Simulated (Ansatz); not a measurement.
# doublet PO: levels of theory in one basis

```xyz
2

P     0.0000    0.0000    0.0000
O     0.0000    0.0000    1.5498
```

Basis set: def2-SVP (spherical functions). Frozen core: 6 orbitals. Correlation on ROHF uses semicanonical orbitals with singles. Charge 0, multiplicity 2.

Computed with Ansatz (development build ahead of 0.2.0); each method stands on the lowest determinant of its kind that the runs found.

```
      method  E − E(ROHF) (eV)  <S²> of the determinant
        ROHF              0.00                        –
         UHF             -0.31                     1.23
     UHF-MP2             -7.08                     1.23
ROHF-CCSD(T)             -8.65                        –
 UHF-CCSD(T)             -8.61                     1.23
```

Task: What does ROHF-MP2 give on the same scale?

Result: -8.15 eV.

Task: Is a single determinant a sound starting point here?

Result: It is doubtful. Unrestricted orbitals lower Hartree–Fock by 0.31 eV and <S²> is 1.23 where a pure state has 0.75, a sign of strong static correlation.

Caution for UHF, UHF-MP2, UHF-CCSD(T): the unrestricted determinant is spin contaminated.
